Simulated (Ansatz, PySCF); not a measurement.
Molecule: S₂ (charge 0, triplet). SMILES: S=S
Coordinates optimised at B3LYP-D3(BJ)/def2-TZVP (Ansatz, a quantum-chemistry and plane-wave program):
```
S
S 1 1.9037
```
Charge 0, spin multiplicity 3.

Unscaled harmonic wavenumbers (cm⁻¹) in rising order, each level at the stationary point that it reaches from this structure (no distance between atoms moves by over 0.3 Å); the order of modes can differ between levels, and a negative number is imaginary. B3LYP-D3(BJ)/def2-TZVP (PySCF, at the structure above): 715.

HF/3-21G (Ansatz): 417. Zero-point energy 0.6 against 1.0 kcal/mol; where all levels lie over 400 cm⁻¹, the wavenumbers are on average 0.584 times those of B3LYP-D3(BJ)/def2-TZVP.

HF/6-31G* (Ansatz): 812. Zero-point energy 1.2 against 1.0 kcal/mol; where all levels lie over 400 cm⁻¹, the wavenumbers are on average 1.137 times those of B3LYP-D3(BJ)/def2-TZVP.

B3LYP/6-31G* (Ansatz): 701. Zero-point energy 1.0 against 1.0 kcal/mol; where all levels lie over 400 cm⁻¹, the wavenumbers are on average 0.981 times those of B3LYP-D3(BJ)/def2-TZVP.
